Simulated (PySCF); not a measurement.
Coordinates in bohr (charge 1 multiplicity 1):
```
Cl    0.0000    0.0000   -2.1564
Mg    2.5508    0.0000    1.5721
Mg   -2.5508    0.0000    1.5721
```

Method: PySCF, PBE0, basis Cl def2-TZVP, Mg def2-TZVP (no relativity, density fitting).

This geometry of Mg₂Cl⁺ is a stationary point at this level.

(1) What is the point group?

(2) Is it a minimum?

(3) What are the dipole moment and the gap between the highest occupied and lowest empty levels?

(4) Give the ideal-gas entropy at 298.15 K and 1 bar by parts.

## Answers

(1) C2v.

(2) Yes: all harmonic wavenumbers are real.

(3) 4.50 D about the centre of mass and 2.69 eV.

(4) translation 164.0, rotation 100.8, vibration 21.8, spin 0.0; total 286.5 J/(mol K).

Only a few start shapes were tried, so a lower isomer may exist. At this level a triplet minimum of C2v symmetry lies 3 kJ/mol below this structure.
